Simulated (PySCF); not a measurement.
Coordinates in bohr (charge 0 multiplicity 3):
```
Si   -0.4114    0.0000    2.1078
Si    0.4114    0.0000   -2.1078
H     2.1674    0.0000    3.3466
H    -2.1674    0.0000   -3.3466
```

Level of theory: UPBE0 in PySCF with Si def2-TZVP, H def2-TZVP; no relativity; density-fitted integrals.

This geometry of Si₂H₂ is a stationary point at this level.

(1) What is the point group?

(2) Is it a minimum?

(3) List the harmonic modes with their infrared intensities.

(4) What are the dipole moment and the gap between the highest occupied and lowest empty levels of either spin?

(5) Give the atomic charges and bond orders.

## Answers

(1) C2h.

(2) Yes: all harmonic wavenumbers are real.

(3) 
```tsv
symmetry	ω (cm⁻¹)	IR (km/mol)
bu	305	26.3
au	449	10.2
ag	461	0.0
ag	728	0.0
ag	2087	0.0
bu	2092	287
```

(4) 0.00 D and 2.50 eV.

(5) 
```tsv
atom	Mulliken	Löwdin	polar tensor	spin (Mulliken)	Mayer order to Si1
Si1	0.00	0.04	0.11	0.99	–
Si2	0.00	0.04	0.11	0.99	1.63
H3	0.00	-0.04	-0.11	0.01	0.92
H4	0.00	-0.04	-0.11	0.01	0.03
```
Other Mayer orders above 0.3: Si–H 0.92.

Only a few start shapes were tried, so a lower isomer may exist. At this level a singlet minimum of C2v symmetry lies 98 kJ/mol below this structure.
